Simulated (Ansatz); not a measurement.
CH5BO (`CBO`). Charge 0, multiplicity 1.

```xyz
8

C     0.0797    0.1073    0.9974
B    -0.1761    0.1182   -0.5400
O     0.4105   -0.8239   -1.3202
H     0.7410   -0.6987    1.3208
H    -0.8698    0.0219    1.5377
H     0.5090    1.0641    1.3156
H    -0.8853    0.9439   -1.0612
H     0.1910   -0.7327   -2.2501
```

Task: What are the harmonic wavenumbers in cm⁻¹ at PBE0-D4/def2-TZVP (Ansatz, finite differences of forces, unscaled)? (Best estimate.)

Result: Ansatz gave: 110, 386, 546, 770, 795, 929, 992, 1070, 1194, 1308, 1398, 1452, 1468, 2545, 3037, 3096, 3137, 3888.

Task: Is this a minimum?

Result: Yes, all 18 modes are real.

Task: Give the ideal-gas thermochemistry at 298.15 K and 1 bar (rigid rotor, harmonic oscillator; point group Cs, symmetry number 1).

Result: Zero-point energy 168.2 kJ/mol; H(298) − E = 182.2 kJ/mol; entropy 272.4 J/(mol·K), of which translation 156.0, rotation 92.6, vibration 23.8; G(298) − E = 101.0 kJ/mol.

Task: And at 400, 500, 600, 800 and 1000 K?

Result: 
```csv
T (K),H − E (kJ/mol),S (J/mol/K),G − E (kJ/mol)
400,189.7,293.8,72.2
500,198.4,313.3,41.8
600,208.4,331.4,9.5
800,231.1,364.0,-60.1
1000,256.7,392.5,-135.8
```
